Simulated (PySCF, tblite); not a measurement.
Isomers of C4H6NP, one GFN2-xTB conformer each. Single-point energies are computed at PBE0/pcSseg-1 (PySCF, gas phase, no added dispersion term), electronic only.

Problem. Rank them by PBE0/pcSseg-1 energy, lowest first (kcal/mol).
A. `[CH:1]#[C:2][P:3]([NH2:4])[CH:5]=[CH2:6]` with C2–P3–N4–H -35° and 95°, C2–P3–C5–C6 128°
B. `CC1=CP=CN1`

Solution. B (0.0), A (60.9).

As drawn, the lower has an aromatic ring, which the higher lacks; the higher has a C≡C bond and a C=C bond outside aromatic rings, which the lower lacks. GFN2-xTB itself gives, in the same order: 0.0, 63.4. Both levels put the same isomer lowest.

Problem. Which frontier levels, dipoles and rotational constants go with these structures?

Solution. 
```json
{"SMILES": "Cc1cpc[nH]1", "HOMO (eV, PBE0/pcSseg-1)": "-6.17", "LUMO (eV)": "-0.04", "dipole (D)": "3.83", "A, B, C (MHz)": "7148, 2450, 1846"}
{"SMILES": "C#CP(N)C=C", "HOMO (eV, PBE0/pcSseg-1)": "-6.88", "LUMO (eV)": "-0.22", "dipole (D)": "1.62", "A, B, C (MHz)": "4602, 2170, 1764"}
```

Problem. What happens when harmonic zero-point energies from GFN2-xTB frequencies are added?

Solution. 
```tsv
SMILES	ZPE (kcal/mol)	electronic (kcal/mol)	with ZPE (kcal/mol)
Cc1cpc[nH]1	58.0	0.0	0.0
C#CP(N)C=C	54.0	60.9	56.9
```

The zero-point energies span 4.0 kcal/mol. The order is unchanged.
